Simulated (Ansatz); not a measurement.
Input file:

```yaml
crystal:
  periodic: [false, false, false]
  atoms:
    - {symbol: Ga, position_ang: [0.000000, 0.000000, -0.040218]}
    - {symbol: H, position_ang: [0.000000, 1.038252, 1.391008]}
    - {symbol: H, position_ang: [0.000000, -1.038252, 1.391008]}
basis:
  gaussian: {orbitals: cc-pVTZ-DK}
total_charge: 1
magnetization: {spin_polarized: false, initial_magnetization: 4}
correlation: {method: ccsd, electrons: outside_noble_gas}
scf: {omitted_lower_state_checks: [cluster_reference]}
output: {forces: true}
```

```sh
$ ansatz run in.yaml --threads 1 --pin off --events-out ev --progress --plain --max-ram 2393MiB
```

Log:

```
these checks for a lower state are left out or cut short: cluster_reference
435 factors; integrals over basis functions are off by at most 7.8e-4 eV
mean field evaluation 1: about -52864.5645 eV, gradient 8.2e0 eV
mean field evaluation 2: about -52864.5711 eV, gradient 8.2e0 eV
mean field evaluation 4: about -52865.6244 eV, gradient 1.1e0 eV
mean field evaluation 8: about -52865.6282 eV, gradient 7.8e-4 eV
mean field -52865.62821248 eV, -1942.7760031989 hartree, gradient 2.4e-6 eV, S^2 6.000000; 0 other end points of the search recorded, 0 dependent functions left out
14 core orbitals not correlated: weight in the atoms' cores, before any rotation towards them, 0.998 or more for the frozen orbitals, at most 0.002 for the correlated occupied ones
reference -52865.62821248 eV, -1942.7760031989 hartree; 4, 0 occupied and 53, 57 virtual orbitals, 435 factors
second order -0.25670876 eV of doubles, -0.00001125 eV of singles
cycle   1  -0.33389195 eV  change   -7.7e-2 eV  update   2.7e-2
cycle   2  -0.38060159 eV  change   -4.7e-2 eV  update   1.2e-2
cycle   3  -0.38115495 eV  change   -5.5e-4 eV  update   2.4e-3
cycle   4  -0.38138526 eV  change   -2.3e-4 eV  update   3.4e-4
cycle   5  -0.38131661 eV  change    6.9e-5 eV  update   5.5e-5
cycle   6  -0.38134202 eV  change   -2.5e-5 eV  update   9.8e-6
cycle   7  -0.38133715 eV  change    4.9e-6 eV  update   2.1e-6
cycle   8  -0.38133744 eV  change   -3.0e-7 eV  update   3.7e-7
the calculation of the forces begins
Total energy: -52866.00954992 eV, -1942.7900170914 hartree
Relativity: scalar
Atom 0 at     0.000000     0.000000    -0.040218 Å, force    -0.000000    -0.000000    -3.071171 eV/Å
Atom 1 at     0.000000     1.038252     1.391008 Å, force     0.000000     1.505332     1.535585 eV/Å
Atom 2 at     0.000000    -1.038252     1.391008 Å, force    -0.000000    -1.505332     1.535585 eV/Å
Dipole moment:     0.000000     0.000000     0.483854 e Å
Checks for a lower state left out: cluster_reference
```

Forces (eV/Å):
```
Ga   0.000  0.000 -3.071
H    0.000  1.505  1.536
H    0.000 -1.505  1.536
```

Ran on 1 thread of Intel Xeon 6975P-C, shared host: 2.5 s wall, 0.22 GiB peak host memory.
